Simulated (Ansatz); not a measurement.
Chalcopyrite CuGaSe2, treated with PBE in Ansatz (PAW).

Numerical settings: plane-wave cutoff 520 eV, 10×10×10 k mesh, no spin polarisation, scalar-relativistic PAW data made under PBE.

Cell (measured lattice):

```cif
data_Cu2Ga2Se4
_chemical_formula_sum 'Ga2 Cu2 Se4'
_space_group_name_H-M_alt 'P 1'
_space_group_IT_number 1
_cell_length_a 6.79561
_cell_length_b 6.79561
_cell_length_c 6.79561
_cell_angle_alpha 131.158
_cell_angle_beta 131.158
_cell_angle_gamma 71.562
loop_
_space_group_symop_operation_xyz
  'x, y, z'
loop_
_atom_site_label
_atom_site_type_symbol
_atom_site_fract_x
_atom_site_fract_y
_atom_site_fract_z
_atom_site_occupancy
Ga1 Ga 0.50000 0.50000 0.00000 1
Ga2 Ga 0.25000 0.75000 0.50000 1
Cu1 Cu 0.00000 0.00000 0.00000 1
Cu2 Cu 0.75000 0.25000 0.50000 1
Se1 Se 0.37500 0.36836 0.49336 1
Se2 Se 0.63164 0.12500 0.00664 1
Se3 Se 0.87500 0.88164 0.50664 1
Se4 Se 0.11836 0.62500 0.99336 1
```

Predict the Voigt–Reuss–Hill shear modulus (Hill average), elastic constant C66, elastic constant C11, Young modulus, elastic constant C12, elastic constant C13, elastic constant C33 and elastic constant C44.


Voigt–Reuss–Hill shear modulus (Hill average): 29.2 GPa
elastic constant C66: 40.9 GPa
elastic constant C11: 97.6 GPa
Young modulus: 77.2 GPa
elastic constant C12: 60.2 GPa
elastic constant C13: 61.1 GPa
elastic constant C33: 94.8 GPa
elastic constant C44: 40.2 GPa

Note: the cell isn't this level's own, so it is under some stress, which shifts stiffness and frequencies.

Elastic constants are with the ions relaxed.

It cost about 3 core-hours (a rough figure) of CPU time.

Ansatz is a quantum-chemistry and plane-wave program.
